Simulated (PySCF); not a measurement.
Constants of OF, step by step

State: ²Π, doublet, unpaired electrons π ↑. De refers to O + F. ROHF-based CCSD(T) in PySCF 2.14 with O cc-pVTZ, F cc-pVTZ and O cc-pVQZ, F cc-pVQZ (frozen core orbitals: 2; no relativity). Correlation energies are extrapolated as n⁻³ (n = 3, 4), Hartree–Fock as (n+1)·exp(−9√n). CV is the change on freezing 0 orbitals instead, in O cc-pwCVTZ, F cc-pwCVTZ. SR is the spin-free X2C energy in O cc-pVTZ-DK, F cc-pVTZ-DK less the non-relativistic one in O cc-pVTZ, F cc-pVTZ.

```
            Level  Re (Å)  ωe (cm⁻¹)  ωexe (cm⁻¹)  αe (cm⁻¹)  De (eV)
       CCSD(T)/TZ  1.3572     1065.1         10.4     0.0130    2.067
       CCSD(T)/QZ  1.3530     1066.7         10.2     0.0132    2.172
           HF/CBS  1.3104     1247.5         6.31     0.0101   -0.497
          MP2/CBS  1.3390     1099.0         7.73     0.0123    2.369
         CCSD/CBS  1.3384     1119.6         8.75     0.0122    1.947
      CCSD(T)/CBS  1.3512     1067.9         10.0     0.0132    2.240
   CCSD(T)/CBS+CV  1.3496     1069.6         10.0     0.0132    2.240
CCSD(T)/CBS+CV+SR  1.3500     1068.7         10.0     0.0132    2.237
```

Question: How much is left between CCSD(T)/QZ and the basis-set limit, and how much do the triples give at the limit?

Answer: CCSD(T)/CBS less CCSD(T)/QZ: -1.8 mÅ in Re, +1.2 cm⁻¹ in ωe and +0.068 eV in De. CCSD(T)/CBS less CCSD/CBS: +12.8 mÅ in Re, -51.7 cm⁻¹ in ωe and +0.293 eV in De.

Question: What do the later terms add?

Answer: CV: -1.6 mÅ in Re, +1.7 cm⁻¹ in ωe and +0.000 eV in De; SR: +0.4 mÅ in Re, -0.9 cm⁻¹ in ωe and -0.003 eV in De, each against the row above.

The T1 diagnostic is 0.030. The state was picked by a PBE0 search and need not be the measured ground state. Spin–orbit coupling, excitations beyond (T) and corrections to the Born–Oppenheimer picture are left out.

The whole job (state search and all basis sets along the bond) took about 13 min on 4 threads of Intel Xeon 6975P-C (shared host), peak memory 7.3 GiB.
